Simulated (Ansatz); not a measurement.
Input:

```yaml
crystal:
  periodic: [false, false, false]
  atoms:
    - { symbol: B, position_ang: [-0.043393, 0.002154, -0.361396] }
    - { symbol: H, position_ang: [-0.001008, 0.006562, 2.024078] }
    - { symbol: H, position_ang: [1.021905, -0.002046, -0.897931] }
    - { symbol: Cl, position_ang: [-1.567587, -0.001396, -1.132376] }
    - { symbol: F, position_ang: [0.009783, -0.005274, 2.942625] }
magnetization:
  spin_polarized: true
  initial_magnetization: 1
basis:
  gaussian: { orbitals: def2-SVP }
hamiltonian:
  xc: { name: BHLYP }
relax:
  f_tol: 0.03
  max_steps: 50
output:
  orbitals: {}
```

Launched with:

```bash
$ ansatz run input.yaml --threads 2 --pin off --max-ram 3072MiB --backend cpu --events-out ev --progress --plain --runs-dir out
```

Hardware: 2 threads of Arm Neoverse V2, with other jobs on the host.

Q: Roughly how long does this run take, and how much memory?

A: 39 s, with a peak of 0.13 GiB, for 38 ionic steps.
